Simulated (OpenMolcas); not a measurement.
LiO (lithium monoxide): the vertical ionisation energy from total energies

The species is LiO (2 atoms), meant as a doublet with charge 0. As SMILES, `[Li][O]`. The shape comes from GFN2-xTB, which is rough for such elements, and wasn't checked as a minimum.

```jsonl
{"atom": "Li", "x (Å)": "0.0000", "y (Å)": "0.0000", "z (Å)": "0.0000"}
{"atom": "O", "x (Å)": "0.0000", "y (Å)": "0.0000", "z (Å)": "1.5658"}
```

Both states at this one shape; open shells run unrestricted unless said. 1 Eh = 27.2114 eV.

```tsv
level	program	doublet LiO (Eh)	singlet LiO+ (Eh)
USVWN5/STO-3G	OpenMolcas	-80.830874	-80.398701
UPBE/STO-3G	OpenMolcas	-81.424641	-80.999760
ROCCSD(T)/STO-3G, 1 core orbital frozen	OpenMolcas	-81.199254	-80.879800
```

Problem. Work out the vertical ionisation energy at each level.

Solution. 
1. USVWN5/STO-3G: -80.398701 − (-80.830874) = 0.432173 Eh = 11.76 eV.
2. UPBE/STO-3G: -80.999760 − (-81.424641) = 0.424881 Eh = 11.56 eV.
3. ROCCSD(T)/STO-3G: -80.879800 − (-81.199254) = 0.319454 Eh = 8.69 eV.

No measured value is set beside it here; the levels span 8.69 to 11.76 eV. Minimal sets are far from the basis-set limit.
